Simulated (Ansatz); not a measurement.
Ansatz (a program for electronic structure) input (HF/STO-3G):

Ansatz 0.2 input:
```yaml
crystal:
  periodic: [false, false, false]
  atoms:
    - {symbol: O, position_ang: [0.00087921, 0.00996717, 0.66372784]}
    - {symbol: C, position_ang: [-0.00069266, -0.00785239, -0.52290140]}
    - {symbol: H, position_ang: [0.00580988, 0.95150323, -1.10075038]}
    - {symbol: H, position_ang: [-0.00868758, -0.98412628, -1.07166392]}
basis:
  gaussian:
    orbitals: STO-3G
hamiltonian:
  xc: {name: HF}
total_charge: 1
magnetization: {spin_polarized: true, initial_magnetization: 1}
relax: {f_tol: 0.003, max_steps: 120}
```

Question: What final total energy does it give?

Answer: -112.09582 Eh.

The determinant is spin-contaminated: <S^2> is 0.96 against 0.75 for a pure state.
